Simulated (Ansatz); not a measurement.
**AlBH₃ radical: single points off equilibrium**

One table from this session's results is given with a row withheld; the runs are named, their logs left out.

Program: Ansatz 0.2.0, Gaussian basis. Level of theory: single points in def2-TZVPP. These are calculated values, not measurements.

Correlated methods freeze the cores. Orbitals are unrestricted.

## Where the work starts

5 atoms, charge 0, spin multiplicity 2.

Atoms are counted from 1 here; the program's logs count them from 0.

Bond lengths: B1–Al2 2.005 Å, B1–H3 1.191 Å, B1–H4 1.229 Å, Al2–H5 1.678 Å. Angles: Al2–B1–H3 117.9°, Al2–B1–H4 118.2°, H3–B1–H4 123.9°, B1–Al2–H5 179.4°.

Coordinates:

```xyz
5

B    -0.24140   -0.85840    0.20250
Al    0.29300    1.02570   -0.22770
H    -1.26870   -1.02720    0.78120
H     0.51050   -1.76830   -0.14090
H     0.74100    2.59840   -0.60610
```

Set-up of the first run:

File run/in.yaml:

```yaml
crystal:
  periodic: [false, false, false]
  atoms:
    - {symbol: B, position_ang: [-0.241400, -0.858400, 0.202500]}
    - {symbol: Al, position_ang: [0.293000, 1.025700, -0.227700]}
    - {symbol: H, position_ang: [-1.268700, -1.027200, 0.781200]}
    - {symbol: H, position_ang: [0.510500, -1.768300, -0.140900]}
    - {symbol: H, position_ang: [0.741000, 2.598400, -0.606100]}
basis:
  gaussian: {orbitals: def2-TZVPP}
magnetization: {spin_polarized: true, initial_magnetization: 1}
correlation: {method: ccsd_t}
scf: {omitted_lower_state_checks: [cluster_reference]}
output: {forces: true}
```

No record of the launch command was kept for these runs.

Steps of the session up to this table: CCSD(T)/def2-TZVPP; PBE0-D4/def2-TZVPP; wB97M-V/def2-TZVPP; r2SCAN-D4/def2-TZVPP; PBE-D4/def2-TZVPP; SPW92/def2-TZVPP; CAM-B3LYP-D4/def2-TZVPP.

One of the session's tables, all rows but one given; the rest of the session is left out.

```
      method  RMS force component (eV/Å)  angle to CCSD(T) forces (°)  dipole (D)
     CCSD(T)                       0.479                    reference        2.18
     PBE0-D4                           ?                            ?           ?
     wB97M-V                       0.481                         10.6        2.25
   r2SCAN-D4                       0.434                          7.1        2.09
      PBE-D4                       0.388                         10.1        1.99
       SPW92                       0.359                         24.1        2.05
CAM-B3LYP-D4                       0.475                         12.5        2.20
```

**Question.** Estimate the row for PBE0-D4.

**Answer.** RMS force component (eV/Å): 0.436; angle to CCSD(T) forces (°): 7.6; dipole (D): 2.11. In the column «RMS force component (eV/Å)» it lies between r2SCAN-D4 (0.434) and CAM-B3LYP-D4 (0.475).
